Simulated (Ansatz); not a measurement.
**CH2BO radical (SMILES [CH2]B=O): functionals against CCSD(T) at one geometry**

A test off equilibrium: a structure displaced at random from a GFN2-xTB minimum is computed at several levels, and each is set against CCSD(T).

The runs use Ansatz 0.2.0, Gaussian basis; single points in def2-TZVPP.

Cores are frozen in the correlated methods. Orbitals are unrestricted.

### 1 Where the work starts

SMILES `[CH2]B=O`, 5 atoms, charge 0, spin multiplicity 2.

Atoms are counted from 1 here; the program's logs count them from 0.

Bond lengths: C1–B2 1.537 Å, C1–H4 1.047 Å, C1–H5 1.100 Å, B2–O3 1.166 Å. Angles: B2–C1–H4 119.4°, B2–C1–H5 122.6°, H4–C1–H5 118.0°, C1–B2–O3 176.1°.

Geometry (Å):

| atom | x (Å) | y (Å) | z (Å) |
| --- | --- | --- | --- |
| C1 | -0.34830 | 0.34920 | -0.38720 |
| B2 | 0.52200 | -0.50200 | 0.55030 |
| O3 | 1.19030 | -1.08450 | 1.30830 |
| H4 | -0.77940 | -0.09410 | -1.23190 |
| H5 | -0.51240 | 1.42530 | -0.22890 |

### 2 CCSD(T)/def2-TZVPP

run/in.yaml

```yaml
crystal:
  periodic: [false, false, false]
  atoms:
    - {symbol: C, position_ang: [-0.348300, 0.349200, -0.387200]}
    - {symbol: B, position_ang: [0.522000, -0.502000, 0.550300]}
    - {symbol: O, position_ang: [1.190300, -1.084500, 1.308300]}
    - {symbol: H, position_ang: [-0.779400, -0.094100, -1.231900]}
    - {symbol: H, position_ang: [-0.512400, 1.425300, -0.228900]}
basis:
  gaussian: {orbitals: def2-TZVPP}
magnetization: {spin_polarized: true, initial_magnetization: 1}
correlation: {method: ccsd_t}
scf: {omitted_lower_state_checks: [cluster_reference]}
output: {forces: true}
```

The command line of these runs was not kept.

### 3 PBE0-D4/def2-TZVPP

run/in.yaml: that of step 2 with these lines changed.

```diff
@@ -11,4 +11,3 @@
 magnetization: {spin_polarized: true, initial_magnetization: 1}
-correlation: {method: ccsd_t}
-scf: {omitted_lower_state_checks: [cluster_reference]}
-output: {forces: true}
+hamiltonian: {xc: pbe0, dispersion: d4}
+output: {forces: true, orbitals: {seedname: orbitals}}
```

### 4 wB97M-V/def2-TZVPP

run/in.yaml: that of step 3 with these lines changed.

```diff
@@ -11,3 +11,3 @@
 magnetization: {spin_polarized: true, initial_magnetization: 1}
-hamiltonian: {xc: pbe0, dispersion: d4}
-output: {forces: true, orbitals: {seedname: orbitals}}
+hamiltonian: {xc: {name: wB97M-V}}
+output: {forces: true}
```

### 5 r2SCAN-D4/def2-TZVPP

run/in.yaml: that of step 4 with these lines changed.

```diff
@@ -11,3 +11,3 @@
 magnetization: {spin_polarized: true, initial_magnetization: 1}
-hamiltonian: {xc: {name: wB97M-V}}
+hamiltonian: {xc: r2scan, dispersion: d4}
 output: {forces: true}
```

### 6 PBE-D4/def2-TZVPP

run/in.yaml: that of step 5 with these lines changed.

```diff
@@ -11,3 +11,3 @@
 magnetization: {spin_polarized: true, initial_magnetization: 1}
-hamiltonian: {xc: r2scan, dispersion: d4}
+hamiltonian: {xc: pbe, dispersion: d4}
 output: {forces: true}
```

### 7 BHLYP-D4/def2-TZVPP

run/in.yaml: that of step 6 with these lines changed.

```diff
@@ -11,3 +11,3 @@
 magnetization: {spin_polarized: true, initial_magnetization: 1}
-hamiltonian: {xc: pbe, dispersion: d4}
+hamiltonian: {xc: {name: BHLYP}, dispersion: d4}
 output: {forces: true}
```

### 8 SPW92/def2-TZVPP

run/in.yaml: that of step 7 with these lines changed.

```diff
@@ -11,3 +11,3 @@
 magnetization: {spin_polarized: true, initial_magnetization: 1}
-hamiltonian: {xc: {name: BHLYP}, dispersion: d4}
+hamiltonian: {xc: lda}
 output: {forces: true}
```

(Steps that only read results are left out.)

What does the calculation give? Wanted: energy less free atoms, CCSD(T)/def2-TZVPP; RMS force component; RMS force error; HOMO and LUMO, PBE0-D4; T1 diagnostic.

The runs gave:

| quantity | value |
| --- | --- |
| energy less free atoms, CCSD(T)/def2-TZVPP | -494.5 kcal/mol |
| RMS force component | 1.436 to 2.215 eV/Å over the methods |
| RMS force error | PBE0-D4 0.278, wB97M-V 0.268, r2SCAN-D4 0.162, PBE-D4 0.262, BHLYP-D4 0.648, SPW92 0.355 eV/Å |
| HOMO and LUMO, PBE0-D4 | -8.09 and -3.39 eV |
| T1 diagnostic | 0.018 |

What this shows: Against CCSD(T) the functionals' energies less atoms differ by -91.0 to -0.2 kcal/mol, PBE-D4 by -33.4 kcal/mol. CCSD(T) in triple zeta still lacks some correlation energy of the bonds, so part of these gaps is its own basis error and they don't rank the functionals. For forces r2SCAN-D4 does best and BHLYP-D4 worst. Frozen-core CCSD(T) forces in triple zeta carry basis errors of their own, and this is one geometry, so small gaps rank nothing.
